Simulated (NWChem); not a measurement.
# Basis-set dependence for methanol (CH4O)

SMILES: CO
```xyz
6

C      0.6125    -0.2314     0.0000
O     -0.6650     0.3583     0.0000
H      0.8066    -0.8558     0.8960
H      1.3548     0.5819     0.0000
H      0.8066    -0.8558    -0.8960
H     -1.3230    -0.3478     0.0000
```
Charge 0, spin multiplicity 1.

Everything below was run with NWChem. Structure: optimised with B3LYP/def2-SVP, a minimum by its harmonic frequencies.

Hartree-Fock energies in Ha, correlation energies in mHa.

The correlated methods keep 2 core orbitals frozen. Coupled-cluster values serve here as a point of comparison, not as the truth.

```
basis    functions         RHF     MP2  SCS-MP2    CCSD  CCSD+T(CCSD)  CCSD(T)  CR-CCSD[T]  CR-CCSD(T)   RI-MP2
-------  ---------  ----------  ------  -------  ------  ------------  -------  ----------  ----------  -------
3-21G           26  -114.39604  -210.3   -213.1  -230.4        -234.9   -234.6      -234.2      -234.0  not run
cc-pVDZ         48  -115.04876  -339.1   -337.5  -364.0        -372.1   -371.8      -370.7      -370.4   -339.0
cc-pVTZ        116  -115.08825  -428.6   -429.1  -447.2       not run  not run      -459.8      -459.4   -428.5
```

From cc-pVDZ to cc-pVTZ the Hartree-Fock energy moves by -39.5 mHa and the MP2 correlation energy by -89.5 mHa, which is 21 % of its value in the larger set.
